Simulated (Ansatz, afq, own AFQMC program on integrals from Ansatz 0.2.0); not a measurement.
AFQMC on a folder of integrals that Ansatz 0.2.0 wrote.

```yaml
crystal:
  periodic: [false, false, false]
  atoms:
    - {symbol: Al, position_ang: [0.000000, 0.000000, 1.150006]}
    - {symbol: Al, position_ang: [0.000000, 0.000000, -1.150006]}
    - {symbol: H, position_ang: [0.000000, 0.000000, 2.724549]}
    - {symbol: H, position_ang: [0.000000, 0.000000, -2.724549]}
basis:
  gaussian: {orbitals: cc-pVDZ}
magnetization: {spin_polarized: true, initial_magnetization: 4}
correlation: {method: ccsd_t, electrons: outside_noble_gas, hamiltonian_folder: ham}
```

```sh
$ ansatz run in.yaml --threads 1 --pin off --events-out ev --progress --plain --max-ram 16896MiB --backend cuda --devices 0, --max-vram 18GiB
```

Options of the walk:

```
--method phaseless --trial cisd --walkers 4000 --populations 20 --least-time 60 --time-step 0.005 --steps-per-block 50 --equilibration-blocks 28 --max-blocks 4000 --target-error 0.00017 --factor-cut 1e-05 --start spin_pure --seed 208 --release-times 0.24,0.51,0.99,1.62,2.4 --release-step 0.03 --release-every 3 --taylor-order 6
```

Times are imaginary, in 1/Eh. The walk had a cap of 122 s. With eight or more populations the least sampling time is a fifth of least-time, and the error comes from their spread.

Output of the walk:

```
orbitals 36  electrons 6 2  factors 265 of 448
reference energy -484.76589424 Eh
CCSD correlation -0.12142123 Eh in 12 cycles, weight of the determinant in the CISD state 0.8468
energy of the start -484.886974 Eh
 block  time / (1/Eh)  mean weight  energy / Eh
     1     0.250  0.9999  -484.886136
     2     0.500  0.9999  -484.886355
     3     0.750  0.9998  -484.886921
     4     1.000  1.0000  -484.887648
     5     1.250  1.0001  -484.888345
    12     3.000  1.0000  -484.891474
    19     4.750  1.0000  -484.892585
    22     5.500  1.0000  -484.892010
    26     6.500  1.0000  -484.892775
    33     8.250  0.9998  -484.892877
    40    10.000  1.0000  -484.893106
    47    11.750  1.0000  -484.893205
    54    13.500  1.0000  -484.893104
    61    15.250  0.9998  -484.893502
    68    17.000  0.9997  -484.893420
    69    17.250  1.0000  -484.893810
    75    18.750  0.9999  -484.892444
    78    19.500  1.0001  -484.892804
error from the spread of 20 populations
released: time / (1/Eh)  energy / Eh  error  mean overlap
  0.24  -484.893441  0.000132  0.9991
  0.51  -484.893568  0.000071  0.9964
  0.99  -484.893834  0.000076  0.9977
  1.62  -484.894180  0.000138  0.9955
  2.40  -484.894265  0.000088  0.9963
energy -484.893130 +/- 0.000118 Eh
(rows thinned)
```

The run passed its tests (sampling time, drift between the halves within three errors, error under three times the target), which doesn't prove that it has relaxed.

Against this walk (error 3.2 meV) on the same determinant: CCSD(T) 23.4 meV higher, CCSDT(Q) 46.5 meV lower. The error is statistical and leaves out the bias of the constraint. None of these is a sure reference here. The released energies are still falling (meV from the phaseless value at times in 1/Eh: -8 ± 4 at 0.24, -11.9 ± 1.9 at 0.51, -19.1 ± 2.1 at 0.99, -29 ± 4 at 1.62, -30.9 ± 2.4 at 2.40), so they give no level; they do show a bias of the constraint, and the last of them that isn't too noisy lies 16 meV above CCSDT(Q).

Cautions: constraint bias not in the error; another spin lies lower; strong correlation (T1 0.051, weight of the determinant 0.85, largest double 0.08).

The walk took 89 s on 1 × NVIDIA H100 80GB HBM3 with 2 threads of AMD EPYC 7R13 Processor (Zen 3), on a shared host (the card was shared). The log's last line is the phaseless energy.

CCSDT and higher add their correlation energy to the determinant of the CCSD(T) run, since their own runs factorise the integrals more tightly (a shift of under 2 meV). A walk keeps the symmetry of its determinant, which the program's search chose and which needn't be the lowest solution, so a lower state of the same spin and another symmetry isn't excluded.
